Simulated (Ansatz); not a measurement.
A made-up structure of CH3S (charge -1), singlet:

```json
{"atom": "C1", "x (Å)": "-0.1021", "y (Å)": "0.0235", "z (Å)": "0.0554"}
{"atom": "S2", "x (Å)": "1.4659", "y (Å)": "-0.3376", "z (Å)": "-0.7956"}
{"atom": "H3", "x (Å)": "-0.2769", "y (Å)": "-0.6585", "z (Å)": "0.8979"}
{"atom": "H4", "x (Å)": "-0.9643", "y (Å)": "-0.0715", "z (Å)": "-0.6178"}
{"atom": "H5", "x (Å)": "2.7400", "y (Å)": "0.0136", "z (Å)": "-1.1165"}
```

It is relaxed with PBE-D4/def2-SVPD and then PBE0-D4/def2-TZVPD (Ansatz 0.2.0). Atoms count as bonded within 1.22 times the sum of their covalent radii (H–H: 0.88 Å). The end point is not checked to be a true minimum.

(1) Does its bonding change? (Judge from chemistry; the calculation decides.)

The highest PBE0 orbital of the anion lies well above zero, so the extra electron may be unbound in the gas phase.

Answers

(1) The calculation gives: No: no bond forms or breaks.

Where it ends: The first stage lowers the energy by 1.69 eV in 7 steps. It ends as CH₃S ([CH2][SH]), total charge -1:
C1  (0.065, 0.020, 0.000)
S2  (1.402, -0.735, -0.897)
H3  (-0.153, -0.597, 0.879)
H4  (-0.815, 0.051, -0.654)
H5  (2.364, 0.230, -0.904)
(Å)

Labels in which every atom is bracketed show which atoms are joined, not bond orders.

For scale, one of the runs: PBE0-D4/def2-TZVPD relaxation, 110 basis functions, launched by `ansatz run in.yaml --threads 2 --pin off --events-out ev --progress --plain --max-ram 4352MiB`. The run took about 10 s on 2 CPU threads of an Intel Xeon Platinum 8488C (shared host).
